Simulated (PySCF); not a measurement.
# Structure from 2D NMR

Compound of formula C$_{4}$H$_{6}$S. Correlations simulated from computed shifts and the bond graph:

HSQC (one-bond C–H):
| δH | δC |
| --- | --- |
| 6.75 | 149.8 |
| 5.40 | 117.5 |
| 5.32 | 117.5 |

COSY cross peaks (H two or three bonds apart, from the bond graph; peaks can be absent where the dihedral angle is near 90°):
| δH | δH |
| --- | --- |
| 6.75 | 5.40 |
| 6.75 | 5.32 |
| 5.40 | 5.32 |

HMBC (two and three bonds, from the bond graph):
| δH | δC |
| --- | --- |
| 6.75 | 149.8, 117.5 |
| 5.40 | 149.8 |
| 5.32 | 149.8 |

- PBE0-D3(BJ)/def2-TZVP structure
- PBE0/pcSseg-2 with gauge-including orbitals
- program: PySCF 2.14.0 with density-fitted response routines
- one conformer, no relativistic terms, gas phase, rapidly exchanging positions averaged

References, each an isolated molecule treated in the same way: 1H (σref 31.52), 13C (σref 186.03) against TMS.

Exchangeable hydrogens are left out of these lists.

Problem. Which molecule is this?

Solution. SMILES C=CSC=C.

Atom-mapped SMILES (the numbers label the heavy atoms): `[CH2:1]=[CH:2][S:3][CH:4]=[CH2:5]`. Each H is labelled by its parent atom. Ha(C1), Ha(C5) are cis to S3; Hb(C1), Hb(C5) are trans to S3.

δC 149.8 is C2/C4, an alkene CH (δH 6.75). δC 117.5 is C1/C5, a terminal =CH2 carbon (δH 5.40, 5.32). COSY links 6.75–5.40, 6.75–5.32, 5.40–5.32.

Shifts are as computed. Against solution values, carbons near 30 ppm lie about +3 ppm off and those near 130 ppm about +9 ppm; carbons on S a further +4 ppm. Of 1211 compounds with measured shifts, 218 miss one by over three times the rms of a fit or turn the order of signals round; such compounds aren't used in these exercises.
